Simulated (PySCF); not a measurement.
**Dipole moment and polarisability across levels of theory**

Species: pentanenitrile, C₅H₉N.
InChI=1S/C5H9N/c1-2-3-4-5-6/h2-4H2,1H3

PySCF, dipoles from the SCF density, polarisabilities from static response with core orbitals frozen. One conformer (not necessarily the lowest) at the PBE0-D3(BJ)/def2-SVP geometry, without solvent, vibrations or thermal averaging.

Problem. How do dipole and polarisability depend on functional and basis here?

Solution. 

```json
{"level": "LDA/def2-SVPD", "μ (D)": "4.437", "α (Å³)": "10.24", "anisotropy (Å³)": "4.48"}
{"level": "PBE/def2-SVPD", "μ (D)": "4.314", "α (Å³)": "10.09", "anisotropy (Å³)": "4.42"}
{"level": "B3LYP/def2-SVPD", "μ (D)": "4.363", "α (Å³)": "9.82", "anisotropy (Å³)": "4.14"}
{"level": "PBE0/def2-SVPD", "μ (D)": "4.380", "α (Å³)": "9.74", "anisotropy (Å³)": "4.13"}
{"level": "BHandHLYP/def2-SVPD", "μ (D)": "4.442", "α (Å³)": "9.51", "anisotropy (Å³)": "3.88"}
{"level": "CAM-B3LYP/def2-SVPD", "μ (D)": "4.398", "α (Å³)": "9.68", "anisotropy (Å³)": "3.95"}
{"level": "wB97X-D/def2-SVPD", "μ (D)": "4.417", "α (Å³)": "9.71", "anisotropy (Å³)": "3.99"}
{"level": "LC-wPBE/def2-SVPD", "μ (D)": "4.387", "α (Å³)": "9.44", "anisotropy (Å³)": "3.81"}
{"level": "HF/def2-SVPD", "μ (D)": "4.560", "α (Å³)": "9.22", "anisotropy (Å³)": "3.61"}
{"level": "PBE0/6-31G*", "μ (D)": "4.172", "α (Å³)": "8.22", "anisotropy (Å³)": "3.90"}
{"level": "PBE0/def2-SVP", "μ (D)": "4.128", "α (Å³)": "8.43", "anisotropy (Å³)": "3.84"}
{"level": "PBE0/aug-cc-pVDZ", "μ (D)": "4.420", "α (Å³)": "9.98", "anisotropy (Å³)": "4.34"}
{"level": "PBE0/def2-TZVP", "μ (D)": "4.381", "α (Å³)": "9.51", "anisotropy (Å³)": "4.26"}
```

The anisotropy is √(½[(α1 − α2)² + (α2 − α3)² + (α3 − α1)²]). The dipole runs from 4.13 D (PBE0/def2-SVP) to 4.56 D (HF/def2-SVPD). No reference polarisability is at hand; against PBE0 in the largest diffuse basis at hand (aug-cc-pVDZ) the other PBE0 rows deviate by 6-31G* -18%, def2-SVP -16%, def2-SVPD -2%, def2-TZVP -5%. In one basis (def2-SVPD) the functionals order the polarisability from HF (lowest) to LDA (highest), a spread of 11%. With PBE0 the polarisability is 8.72 Å³ without diffuse functions (mean of 6-31G*, def2-SVP and def2-TZVP) and 9.86 Å³ with them (mean of def2-SVPD and aug-cc-pVDZ).
